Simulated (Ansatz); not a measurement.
# CHB2: the cost of one run

Method: RKS PBE-D4/STO-3G, in Ansatz 0.2.0.

## 1. The system as given

Bond lengths: B1–B2 1.477 Å, B1–C3 1.468 Å, B2–C3 1.468 Å, C3–H4 1.077 Å. Angles: B1–B2–C3 59.8°, B2–B1–C3 59.8°, B1–C3–B2 60.4°, B1–C3–H4 149.8°, B2–C3–H4 149.8°.

Structure file:

```xyz
4

B    -0.3286   -0.5794    0.9581
B     1.0278   -0.1930    0.5183
C    -0.1411    0.1561   -0.2979
H    -0.5580    0.6162   -1.1785
```

## 2. Relaxing the start

Contents of input.yaml:

```yaml
crystal:
  periodic: [false, false, false]
  atoms:
    - { symbol: B, position_ang: [-0.32863, -0.57938, 0.95815] }
    - { symbol: B, position_ang: [1.02779, -0.19296, 0.51827] }
    - { symbol: C, position_ang: [-0.14115, 0.1561, -0.29792] }
    - { symbol: H, position_ang: [-0.55801, 0.61625, -1.1785] }
total_charge: 1
basis:
  gaussian: { orbitals: STO-3G }
hamiltonian:
  xc: pbe
  dispersion: d4
relax:
  f_tol: 0.02
  max_steps: 40
scf:
  lower_state_search: "off"
```

On the command line:

```console
> ansatz run input.yaml --threads 1 --pin off --max-ram 2048MiB --backend cpu --events-out ev --progress --plain --runs-dir out
```

**Question.** How long does this run take on 1 thread of Arm Neoverse V1, shared host, and how much memory does it need?

About 1.6 s, with a peak of 0.087 GiB.
